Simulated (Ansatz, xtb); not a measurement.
C3H5F3: 4 structures ranked

4 gas-phase structures of C3H5F3, from a drawn sample of its isomers (lower ones may exist). Each was relaxed with GFN2-xTB; where two conformers were screened, the lower at r2SCAN-D4/def2-SVP is listed:

A. `CC(F)(F)CF`, a singlet
B. `FCC(F)CF`, a singlet
C. `C[C@H](F)C(F)F`, a singlet
D. `CCC(F)(F)F`, a singlet

Q: Make a reasoned guess at their ranking by r2SCAN-D4/def2-SVP single-point energy.

A: Calculated order at r2SCAN-D4/def2-SVP: D (0.0), A (67.2), C (77.6), B (136.2) kJ/mol.

Energies above the lowest of each column, in kJ/mol; the last columns are at PBE0-D3(BJ)/def2-SVP geometries and were run for some of them only (a dash: not run or not comparable):

```
structure  GFN2-xTB  HF/STO-3G  r2SCAN-D4/def2-SVP  PBE0-D3(BJ)/def2-SVP  CCSD(T)/def2-SVP + ΔMP2/def2-TZVPP
        D       0.0        0.0                 0.0                   0.0                                 0.0
        A      31.1       62.4                67.2                  64.7                                51.4
        C      39.7       71.5                77.6                  73.4                                60.1
        B      61.9      113.8               136.2                     –                                   –
```

Every level run on D puts it lowest or level with the lowest. Flexible structures stand in one conformer each, not always the lowest. Frequencies (PBE0-D3(BJ)/def2-SVP) were run for A, C, D alone. ΔMP2 is the change of the MP2 energy from the smaller to the larger basis.

Over these structures GFN2-xTB departs from r2SCAN-D4/def2-SVP by 19.0 kJ/mol on average once a common shift is removed. A GFN2-xTB relaxation took about 0.069 s and the r2SCAN-D4/def2-SVP energy about 1.5 s on a shared host (Ansatz 0.2.0, xtb 6.7.1).
